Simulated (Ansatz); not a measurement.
Ansatz (an electronic-structure program) input (B2PLYP/def2-TZVPD):

Ansatz 0.2 input:
```yaml
crystal:
  periodic: [false, false, false]
  atoms:
    - {symbol: C, position_ang: [0.05421122, 0.70484056, 0.00025981]}
    - {symbol: N, position_ang: [0.04393301, -0.75753911, 0.00046505]}
    - {symbol: H, position_ang: [-0.93688026, 1.17928349, -0.00704903]}
    - {symbol: H, position_ang: [-0.44952413, -1.11274988, 0.81056760]}
    - {symbol: H, position_ang: [-0.43767370, -1.11306154, -0.81660260]}
    - {symbol: H, position_ang: [0.58924350, 1.06029739, 0.88241211]}
    - {symbol: H, position_ang: [0.60203622, 1.05996094, -0.87414231]}
basis:
  gaussian:
    orbitals: def2-TZVPD
hamiltonian:
  xc: {name: B2PLYP}
magnetization: {spin_polarized: false}
correlation: {electrons: outside_noble_gas}
```

End of the output:

```
integrals: 0.08 GiB planned
857 factors; integrals over basis functions are off by at most 8.5e-4 eV
mean field: 0.37 GiB planned
mean field evaluation 1: about -2599.4019 eV, gradient 4.5e1 eV
mean field evaluation 2: about -2599.4002 eV, gradient 4.5e1 eV
mean field evaluation 4: about -2603.5166 eV, gradient 3.4e0 eV
mean field evaluation 8: about -2603.5395 eV, gradient 2.7e-2 eV
mean field evaluation 16: about -2603.5395 eV, gradient 7.5e-6 eV
mean field -2603.53949378 eV, -95.6783116540 hartree, gradient 7.5e-6 eV, S^2 0.000000; 0 other end points of the search recorded, 0 dependent functions left out
2 core orbitals not correlated
reference -2603.53963220 eV, -95.6783167407 hartree; 7, 7 occupied and 110, 110 virtual orbitals, 857 factors
second order -12.87107283 eV of doubles, -0.00000000 eV of singles
Total energy: -2607.01482186 eV, -95.8060276053 hartree
```
